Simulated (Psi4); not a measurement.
**SOF2 (thionyl fluoride): M06-2X/cc-pVDZ-DK (sfX2C, sweep point 1)**

Aim: the vertical ionisation energy of SOF2 (thionyl fluoride) at M06-2X/cc-pVDZ-DK (sfX2C, sweep point 1), from 2 runs. 

The results are computed with Psi4 1.11.

## Step 1: Starting point

SOF2 has 4 atoms, charge 0, and is taken as a singlet. As SMILES, `O=S(F)F`. The coordinates come from a PBE0-D4/def2-TZVP relaxation.

Bond lengths: O1–S2 1.419 Å, S2–F3 1.588 Å, S2–F4 1.588 Å. Angles: O1–S2–F3 106.5°, O1–S2–F4 106.4°, F3–S2–F4 93.0°.

## Step 2: The energy at M06-2X/cc-pVDZ-DK (sfX2C, sweep point 1)

The input, f2os.inp:

```
memory 1600 mb

molecule {
  O      1.76198064     0.12585576    -1.92336325
  S     -0.28591556    -0.80540127    -0.46430571
  F     -2.12480805     1.51971775     0.00075589
  F      0.64874298    -0.84017224     2.38691307
  units au
  symmetry c1
}

set {
  basis cc-pVDZ-DK
  puream true
  scf_type pk
  dft_radial_points 99
  dft_spherical_points 590
  relativistic x2c
}

energy_value, wavefunction = energy('m06-2x', return_wfn=True)
print_variables()
```

Launch:

```sh
$ psi4 -n 1 f2os.inp f2os.out
```

f2os.out:

```text
[...]
  Running in c1 symmetry.
[...]
  Nuclear repulsion =  193.929517276310037
[...]
  Multiplicity = 1
[...]
  Nalpha       = 21
  Nbeta        = 21
[...]
    Number of basis functions: 60
[...]
    WARNING: The X2C and Dirac Hamiltonians have substatially different eigenvalues!
             This is probably caused by the recontraction of the basis set.
[...]
   @RKS iter   1:  -674.09821643220710    1.32804e-01   1.10925e-02 DIIS/ADIIS
[...]
   @RKS iter   9:  -674.26794395644117   -5.27712e-09   2.05099e-07 DIIS
[...]
    Orbital Energies [Eh]
    ---------------------
    Doubly Occupied:
       1A    -90.448995     2A    -25.325139     3A    -25.325127
       4A    -19.692345     5A     -8.542394     6A     -6.411792
       7A     -6.411777     8A     -6.405355     9A     -1.444934
      10A     -1.382395    11A     -1.231133    12A     -0.827318
      13A     -0.680587    14A     -0.650757    15A     -0.622286
      16A     -0.567350    17A     -0.564458    18A     -0.534206
      19A     -0.485165    20A     -0.450620    21A     -0.395344
[...]
  @RKS Final Energy:  -674.26794395644117
   => Energetics <=
    Nuclear Repulsion Energy =            193.9295172763100368
    One-Electron Energy =               -1317.8661135025338353
    Two-Electron Energy =                 476.1085700923185300
    DFT Exchange-Correlation Energy =     -26.4399178225359570
    Empirical Dispersion Energy =           0.0000000000000000
    VV10 Nonlocal Energy =                  0.0000000000000000
    Total Energy =                       -674.2679439564411723
[...]
 Multipole Moments:
 ------------------------------------------------------------------------------------
     Multipole            Electronic (a.u.)      Nuclear  (a.u.)        Total (a.u.)
 ------------------------------------------------------------------------------------
 L = 1.  Multiply by 2.5417464519 to convert [e a0] to [Debye]
 Dipole X            :         -1.1013903            0.6345250           -0.4668653
 Dipole Y            :         -0.1129467           -0.4738255           -0.5867722
 Dipole Z            :          1.1682581           -1.2061231           -0.0378650
 Magnitude           :                                                    0.7507986
[...]
```

Wall time 9.9 s (1 thread of Intel Xeon 6975P-C (Granite Rapids), shared host); peak memory 1.2 GiB.

## Step 3: The doublet cation, same level

The input, job.in:

```
memory 1600 mb

molecule system {
  1 2
  O      1.76198064     0.12585576    -1.92336325
  S     -0.28591556    -0.80540127    -0.46430571
  F     -2.12480805     1.51971775     0.00075589
  F      0.64874298    -0.84017224     2.38691307
  units au
  symmetry c1
}

set globals {
  basis                cc-pVDZ-DK
  reference            uks
  puream               true
  scf_type             pk
  dft_radial_points    99
  dft_spherical_points 590
  maxiter              150
  relativistic         x2c
}

energy("m06-2x")
```

Launch:

```sh
$ psi4 -n 1 job.in job.out
```

job.out:

```text
[...]
  Running in c1 symmetry.
[...]
  Nuclear repulsion =  193.929517276310037
[...]
  Multiplicity = 2
[...]
  Nalpha       = 21
  Nbeta        = 20
[...]
    Number of basis functions: 60
[...]
    WARNING: The X2C and Dirac Hamiltonians have substatially different eigenvalues!
             This is probably caused by the recontraction of the basis set.
[...]
   @UKS iter   1:  -673.57564121202824    6.55379e-01   1.16423e-02 ADIIS/DIIS
[...]
   @UKS iter  13:  -673.81152343307542   -6.57110e-09   3.99370e-07 DIIS
[...]
   @S^2 Observed:                7.614537852E-01
[...]
    Orbital Energies [Eh]
    ---------------------
    Alpha Occupied:
       1A    -90.799205     2A    -25.642810     3A    -25.642800
       4A    -20.095162     5A     -8.891738     6A     -6.761220
       7A     -6.759558     8A     -6.757508     9A     -1.758450
      10A     -1.687746    11A     -1.608782    12A     -1.153564
      13A     -0.989562    14A     -0.980064    15A     -0.952508
      16A     -0.886162    17A     -0.867746    18A     -0.830991
      19A     -0.829351    20A     -0.799847    21A     -0.757462
    Alpha Virtual:
      22A     -0.307272    23A     -0.257260    24A     -0.169655
      25A      0.148873    26A      0.171707    27A      0.194754
[...]
  @UKS Final Energy:  -673.81152343307542
   => Energetics <=
    Nuclear Repulsion Energy =            193.9295172763100368
    One-Electron Energy =               -1304.1048127261724403
    Two-Electron Energy =                 462.5752629751024756
    DFT Exchange-Correlation Energy =     -26.2114909583153484
    Empirical Dispersion Energy =           0.0000000000000000
    VV10 Nonlocal Energy =                  0.0000000000000000
    Total Energy =                       -673.8115234330753083
[...]
 Multipole Moments:
 ------------------------------------------------------------------------------------
     Multipole            Electronic (a.u.)      Nuclear  (a.u.)        Total (a.u.)
 ------------------------------------------------------------------------------------
 L = 1.  Multiply by 2.5417464519 to convert [e a0] to [Debye]
 Dipole X            :         -0.8076477            0.6345250           -0.1731227
 Dipole Y            :         -0.2686211           -0.4738255           -0.7424466
 Dipole Z            :          0.6729237           -1.2061231           -0.5331994
 Magnitude           :                                                    0.9303226
[...]
```

It took 15 s on 1 thread of Intel Xeon 6975P-C (Granite Rapids), shared host; peak memory 1.2 GiB.

## Step 4: Results

At M06-2X/cc-pVDZ-DK (sfX2C, sweep point 1):

```
                                          quantity          value
                        singlet SOF2: total energy  -674.26794 Eh
                       singlet SOF2: dipole moment         1.91 D
                         singlet SOF2: HOMO energy      -10.76 eV
                         singlet SOF2: LUMO energy        0.36 eV
                       singlet SOF2: HOMO–LUMO gap       11.12 eV
                      doublet cation: total energy  -673.81152 Eh
doublet cation: HOMO energy (highest over α and β)      -20.61 eV
 doublet cation: LUMO energy (lowest over α and β)      -14.15 eV
                              doublet cation: ⟨S²⟩          0.761
vertical ionisation energy (to the doublet cation)      12.420 eV
```

**Reading.** Removing an electron at fixed nuclei costs 12.42 eV (286 kcal/mol). The negative HOMO energy of the first species, 10.76 eV, lies 1.66 eV below that difference.
